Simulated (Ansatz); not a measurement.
Single points on the cluster SiO₂⁺.

```yaml
crystal:
  periodic: [false, false, false]
  atoms:
    - {symbol: Si, position_ang: [-0.000001, -0.000007, -0.000030]}
    - {symbol: O, position_ang: [-1.346660, -0.667560, 0.090027]}
    - {symbol: O, position_ang: [1.346650, 0.667568, -0.089997]}
basis:
  gaussian: {orbitals: def2-TZVP, initial_orbitals: start.molden}
total_charge: 1
magnetization: {spin_polarized: true, initial_magnetization: 1}
hamiltonian: {xc: pbe, dispersion: d4}
scf: {omitted_lower_state_checks: [starts]}
output: {orbitals: {seedname: orbitals}}
```

The file start.molden holds the orbitals of an earlier run on this structure, at another level or in another basis.

```sh
$ ansatz run in.yaml --threads 4 --pin off --events-out ev --progress --plain --max-ram 3916MiB
```

Output, abridged:

```
Functional definition: PBE
554 factors; their error is unknown
mean field evaluation 1: about -11953.3555 eV, gradient 6.6e0 eV
mean field evaluation 2: about -11953.4898 eV, gradient 2.0e-1 eV
mean field evaluation 4: about -11953.4835 eV, gradient 5.3e-2 eV
mean field evaluation 8: about -11953.4835 eV, gradient 1.3e-5 eV
mean field evaluation 16: about -11953.4835 eV, gradient 7.2e-7 eV
mean field -11953.48352762 eV, -439.2824172779 hartree, gradient 7.2e-7 eV, S^2 0.762763; 0 other end points of the search recorded, 0 dependent functions left out
reference -11953.48355582 eV, -439.2824183141 hartree; 15, 14 occupied and 84, 85 virtual orbitals, 554 factors
Total energy: -11953.52084478 eV, -439.2837886581 hartree
Checks for a lower state left out: starts
```

Hardware: 4 threads of AMD EPYC 7B13 on a shared host. Wall time 1.7 s.

The first input with `gaussian: {orbitals: def2-TZVPP, initial_orbitals: start.molden}`, `correlation: {method: ccsd_t}`, `scf: {omitted_lower_state_checks: [starts, cluster_reference]}` and without the key `hamiltonian` (abridged; 3.7 s):

```
Functional definition: HF
mean field -11927.05953406 eV, -438.3113534254 hartree, gradient 2.5e-6 eV, S^2 1.141239
7 core orbitals not correlated: weight in the atoms' cores, before any rotation towards them, 1.000 or more for the frozen orbitals, at most 0.000 for the correlated occupied ones
second order -13.19647637 eV of doubles, -0.00000000 eV of singles
cycle   1  -13.16252263 eV  change    3.4e-2 eV  update   1.6e-1
cycle   2  -13.81175818 eV  change   -6.5e-1 eV  update   7.0e-2
cycle   3  -14.24485878 eV  change   -4.3e-1 eV  update   6.1e-2
cycle   4  -14.29000990 eV  change   -4.5e-2 eV  update   2.3e-2
cycle   5  -14.28380725 eV  change    6.2e-3 eV  update   1.1e-2
cycle   6  -14.31080588 eV  change   -2.7e-2 eV  update   5.8e-3
cycle   7  -14.31278536 eV  change   -2.0e-3 eV  update   4.3e-3
cycle   8  -14.31567367 eV  change   -2.9e-3 eV  update   3.1e-3
cycle   9  -14.32036874 eV  change   -4.7e-3 eV  update   2.5e-3
cycle  10  -14.31985420 eV  change    5.1e-4 eV  update   1.7e-3
cycle  11  -14.32232930 eV  change   -2.5e-3 eV  update   1.2e-3
cycle  12  -14.32258004 eV  change   -2.5e-4 eV  update   6.2e-4
cycle  13  -14.32338069 eV  change   -8.0e-4 eV  update   3.5e-4
cycle  14  -14.32356915 eV  change   -1.9e-4 eV  update   1.3e-4
cycle  15  -14.32345190 eV  change    1.2e-4 eV  update   5.8e-5
cycle  16  -14.32348725 eV  change   -3.5e-5 eV  update   3.1e-5
cycle  17  -14.32350933 eV  change   -2.2e-5 eV  update   1.4e-5
cycle  18  -14.32353588 eV  change   -2.7e-5 eV  update   6.9e-6
cycle  19  -14.32354646 eV  change   -1.1e-5 eV  update   3.3e-6
cycle  20  -14.32355036 eV  change   -3.9e-6 eV  update   1.3e-6
perturbative correction -0.74093482 eV, -0.0272288524 hartree
Total energy: -11942.12401925 eV, -438.8649630449 hartree
Checks for a lower state left out: starts, cluster_reference
```

As the first input, with `gaussian: {orbitals: def2-TZVP}`, `hamiltonian: {xc: pbe0, dispersion: d4}` and without the key `scf` (abridged; 4.4 s):

```
Functional definition: PBE0
mean field evaluation 16: about -11953.4261 eV, gradient 3.4e-5 eV
mean field evaluation 32: about -11953.4261 eV, gradient 5.5e-2 eV
mean field -11953.42612659 eV, -439.2803078288 hartree, gradient 2.1e-6 eV, S^2 0.798625; 4 other end points of the search recorded, 0 dependent functions left out
Total energy: -11953.45699900 eV, -439.2814423692 hartree
```

First input, but with `hamiltonian: {xc: r2scan, dispersion: d4}` (abridged; 4.1 s):

```
Functional definition: r2SCAN
mean field -11958.75560637 eV, -439.4761625983 hartree, gradient 1.5e-6 eV, S^2 0.786557
Total energy: -11958.76357551 eV, -439.4764554590 hartree
Checks for a lower state left out: starts
```

Geometry: PBE0-D4/def2-TZVP, that of the neutral singlet.

Correlated methods freeze 7 core orbitals. At CCSD(T)/def2-TZVPP T1 of the charge 1 doublet is large (up to 0.070), so the single-reference result is doubtful. At CCSD(T)/def2-TZVPP the charge 1 doublet is spin-contaminated (final ⟨S²⟩ up to 1.14, 0.75 for a pure state). The structure comes from a short search, and lower isomers may exist.
